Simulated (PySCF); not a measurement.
Structure problem from calculated spectra and properties.

Formula: C3H5F3.

- Rotational structure: rotational constants A, B, C: 5.258, 2.774, 2.744 GHz [GFN2-xTB]
- NMR, other nuclei: isotropic shieldings of nuclei other than C and H, by class: 259 (3 F) ppm [GIAO PBE0/pcSseg-1]
- Couplings: largest of the computed one-bond spin–spin couplings (means over like bonds): 19F–13C -343.4 (×3), 13C–1H +138.1 (×2), 13C–1H +135.2 (×3), 13C–13C +61.3, 13C–13C +33.4 Hz [B3LYP/pcJ-1, spin–dipole term left out for some pairs]
- Dipole: 2.42 D [PBE0/pcSseg-1]
- 1H NMR: chemical shifts (computed TMS as zero) by class: 2.08 (2 H), 1.23 (3 H) ppm [GIAO PBE0/pcSseg-1]
- 13C NMR: chemical shifts (computed TMS as zero) by class: 136.4 (1 C), 32.5 (1 C), 9.0 (1 C) ppm [GIAO PBE0/pcSseg-1]

Gas-phase values; electronic properties from PySCF, density fitting. Levels stand in brackets. Isolated species at its GFN2-xTB geometry, gas phase. NMR classes are plain means over equivalent atoms (diastereotopic ones count apart unless rotation or inversion swaps them), as if these changed places fast.

Q: What is the compound? Reason from the data.

A: Numbering: `[CH3:1][CH2:2][C:3]([F:4])([F:5])[F:6]`. Its formula, C3H5F3, gives 0 degrees of unsaturation, so no ring and no π bond. 3 carbons fall into 3 classes; from least to most shielded: CF3 carbon [C3] (136.4 ppm), chain CH2 carbon [C2] (32.5 ppm), methyl carbon [C1] (9.0 ppm). Hydrogen classes from least to most shielded: 2 H on a chain CH2 carbon, C2 (2.08 ppm), 3 H on a methyl carbon, C1 (1.23 ppm). The other shieldings belong to: 259 ppm, fluorine of a CF3 group [F4/F5/F6]. The couplings run between: -343.4 Hz, fluorine of a CF3 group [F4] and CF3 carbon [C3] (with 2 like pairs); +138.1 Hz, chain CH2 carbon [C2] and its hydrogen (with 1 like pair); +135.2 Hz, methyl carbon [C1] and its hydrogen (with 2 like pairs); +61.3 Hz, chain CH2 carbon [C2] and CF3 carbon [C3]; +33.4 Hz, methyl carbon [C1] and chain CH2 carbon [C2]. The optimised geometry has point group Cs and is an asymmetric top. Structure: `CCC(F)(F)F`. The assignments are read from this structure; whether some other isomer fits the data as well wasn't checked.

The values belong to the conformer `[CH3:1][CH2:2][C:3]([F:4])([F:5])[F:6]`: C1–C2–C3–F4 -60°.
